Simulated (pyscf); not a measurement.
Single points on ωB97X-D3(BJ)/def2-SVP structures (PySCF, gas phase). Correlated levels are frozen-core, on RHF or UHF. ΔMP2 is the change of the MP2 total energy from the triple- to the quadruple-zeta basis.

Problem. Cl–GeH: [singlet] + H₂O → HO–GeH₂–Cl
Surface: singlet. Broken: H–O. Formed: Ge–O, Ge–H. Give ΔE‡ and ΔE from CCSD(T)/def2-TZVPP + ΔMP2(QZVPP), relative to the separated reactants.

Solution. ΔE‡ = 26.6 kcal/mol, ΔE = -35.5 kcal/mol. Zero-point energy shifts the barrier by -0.4 kcal/mol. It is an insertion, with an imaginary mode of 1558i cm⁻¹. On the reactant side the descent ends in a bound adduct, 16.5 kcal/mol under the separated species and 42.4 kcal/mol under the saddle at ωB97X-D3(BJ)/def2-TZVP. The same reactants have a lower exit, to HO–Ge:–Cl [singlet] + H₂ (barrier +8.0 kcal/mol at ωB97M-D3(BJ), against +28.0 kcal/mol here). This is the saddle that the search found; another between the same sides may lie lower. The CCSD(T) − MP2 part came from Ansatz, without density fitting, on the same reference. The frozen core leaves the outer d or s,p core shells of the metals and heavy elements correlated in the MP2 and CC values, and def2-TZVPP describes them poorly, which can shift differences by a few kcal/mol. Elements up to Kr have no core potential and no relativistic terms here.
